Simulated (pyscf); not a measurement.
**Four-centre exchange: F–GeH: [singlet] + hydrogen fluoride (HF) → F–GeH: [singlet] + hydrogen fluoride (HF)**

Gas phase, singlet surface, charge 0. Bonds broken: Ge1–F4, F2–H5. Bonds formed: Ge1–F2, F4–H5. Structures and frequencies: ωB97X-D3(BJ)/def2-SVP in PySCF. MP2 and CC: frozen core, UHF for open shells. ΔMP2 is the change of the MP2 total energy from the triple- to the quadruple-zeta basis.

Transition state (Å):

```xyz
5

Ge    -0.1339     1.2460     0.1249
F      0.9332     0.5255    -1.4188
H      0.7692     0.4381     1.1557
F     -0.8514    -0.4710    -0.6366
H      0.0851    -0.2478    -1.2756
```

One imaginary mode, 435i cm⁻¹; descent along it reached the two sides named, in the forms told below.

```
bond    change  reactant side (Å)  saddle  product side
------  ------  -----------------  ------  ------------
Ge1–F4  breaks              1.828   2.011         2.331
F2–H5   breaks              0.955   1.157         1.667
Ge1–F2   forms              2.330   2.010         1.828
F4–H5    forms              1.663   1.155         0.954
```

Electronic energies relative to the separated reactants (eV):

| level | barrier | reaction energy | reverse barrier |
|---|---|---|---|
| ωB97X-D3(BJ)/def2-TZVP | -0.22 | 0.00 | -0.22 |
| PBE/def2-TZVP | -0.38 | 0.00 | -0.38 |
| r²SCAN/def2-TZVP | -0.37 | 0.00 | -0.37 |
| B3LYP-D3(BJ)/def2-TZVP | -0.23 | 0.00 | -0.23 |
| PBE0-D3(BJ)/def2-TZVP | -0.29 | 0.00 | -0.29 |
| M06-2X/def2-TZVP | -0.24 | 0.00 | -0.24 |
| ωB97M-D3(BJ)/def2-TZVP | -0.22 | 0.00 | -0.22 |
| HF/def2-TZVP | 0.35 | 0.00 | 0.35 |
| MP2/def2-QZVPP | -0.15 | 0.00 | -0.15 |
| CCSD/def2-TZVPP | -0.04 | 0.00 | -0.04 |
| CCSD(T)/def2-TZVPP | -0.13 | 0.00 | -0.13 |
| CCSD(T)/def2-TZVPP + ΔMP2(QZVPP) | -0.10 | 0.00 | -0.10 |

With CCSD(T)/def2-TZVPP + ΔMP2(QZVPP) energies and thermal terms (ideal gas, 1 atm, RRHO with modes under 100 cm⁻¹ raised to 100, one conformer, R ln 2 for chiral ones without a mode under 150 cm⁻¹), in eV:

```csv
T (K),ΔH‡,ΔG‡,ΔH,ΔG
298,-0.13,0.32,0.00,0.00
600,-0.16,0.79,0.00,0.00
900,-0.15,1.26,0.00,0.00
1200,-0.14,1.73,0.00,0.00
```

On the reactant side the descent ends in a bound adduct, 0.42 eV under the separated species and 0.20 eV under the saddle at ωB97X-D3(BJ)/def2-TZVP. On the product side the descent ends in a bound adduct, 0.42 eV under the separated species and 0.20 eV under the saddle at ωB97X-D3(BJ)/def2-TZVP. At ωB97X-D3(BJ), PBE, r²SCAN, B3LYP-D3(BJ), PBE0-D3(BJ), M06-2X, ωB97M-D3(BJ), MP2, CCSD, CCSD(T), CCSD(T) the saddle lies under the separated reactants, which points to a path from their complex (located at ωB97X-D3(BJ) alone). At ωB97X-D3(BJ), PBE, r²SCAN, B3LYP-D3(BJ), PBE0-D3(BJ), M06-2X, ωB97M-D3(BJ), MP2, CCSD, CCSD(T), CCSD(T) the saddle lies under the separated products, which points to a path from their complex (located at ωB97X-D3(BJ) alone). This is the saddle that the search found; another between the same sides may lie lower. The CCSD(T) − MP2 part came from Ansatz, without density fitting, on the same reference. The frozen core leaves the outer d or s,p core shells of the metals and heavy elements correlated in the MP2 and CC values, and def2-TZVPP describes them poorly, which can shift differences by a few kcal/mol. Elements up to Kr have no core potential and no relativistic terms here.
